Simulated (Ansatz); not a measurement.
```yaml
crystal:
  periodic: [false, false, false]
  atoms:
    - {symbol: N, position_ang: [-1.751120, -0.355290, -0.002871]}
    - {symbol: S, position_ang: [-0.629637, 0.547074, 0.003460]}
    - {symbol: S, position_ang: [1.334495, -0.416491, -0.002387]}
    - {symbol: H, position_ang: [1.910969, 0.783077, 0.005765]}
basis:
  gaussian: {orbitals: def2-TZVP}
hamiltonian: {xc: pbe0}
relax: {f_tol: 0.004, max_steps: 80}
```

```sh
$ ansatz run in.yaml --threads 1 --pin off --events-out ev --progress --plain --max-ram 2176MiB
```

Steps of the relaxation (energy above the last step; positions in Å, forces in eV/Å):

```
4
step 1, 15.5 meV
N    -1.751   -0.355   -0.003   -1.034   -0.669   -0.005
S    -0.630    0.547    0.003    1.006    0.548    0.004
S     1.334   -0.416   -0.002   -0.193   -0.195   -0.001
H     1.911    0.783    0.006    0.221    0.316    0.002
```

```
4
step 2, 9.7 meV
N    -1.795   -0.353   -0.003   -0.278   -0.434   -0.003
S    -0.641    0.523    0.003    0.384    0.604    0.004
S     1.340   -0.400   -0.002   -0.044   -0.335   -0.002
H     1.961    0.788    0.006   -0.063    0.165    0.001
```

```
4
step 3, 2.6 meV
N    -1.779   -0.354   -0.003   -0.332   -0.318   -0.002
S    -0.632    0.533    0.003    0.389    0.348    0.002
S     1.340   -0.410   -0.002   -0.084   -0.158   -0.001
H     1.936    0.790    0.006    0.026    0.127    0.001
```

```
4
step 6, 0.0 meV
N    -1.774   -0.358   -0.003    0.000    0.000    0.000
S    -0.626    0.539    0.003    0.001    0.000    0.000
S     1.335   -0.414   -0.002   -0.001    0.002    0.000
H     1.931    0.792    0.006   -0.001   -0.002    0.000
```

Close pairs at the end: S3–H4 1.345 Å, N1–S2 1.457 Å, S2–S3 2.180 Å.

A stationary point of restricted PBE0 after 6 steps (its stability towards spin polarisation wasn't tested); no frequencies were run, so it isn't proven a minimum. 16 s on 1 thread of Arm Neoverse V2, shared host.
